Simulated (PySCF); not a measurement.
**HS, SMILES `[SH]` (charge 0, multiplicity 2)**

Level of theory: PBE0-D3(BJ)/def2-TZVP (PySCF 2.14.0).

```
Item                                                 Value
-----------------------------  ---------------------------
highest occupied spin orbital                     -7.41 eV
dipole moment                                       0.90 D
total energy                                  -398.6125 Ha
cost                           very roughly 3 core-seconds
```

```xyz
2

S      0.6728     0.0000     0.0000
H     -0.6728     0.0000     0.0000
```
Charge 0, spin multiplicity 2.
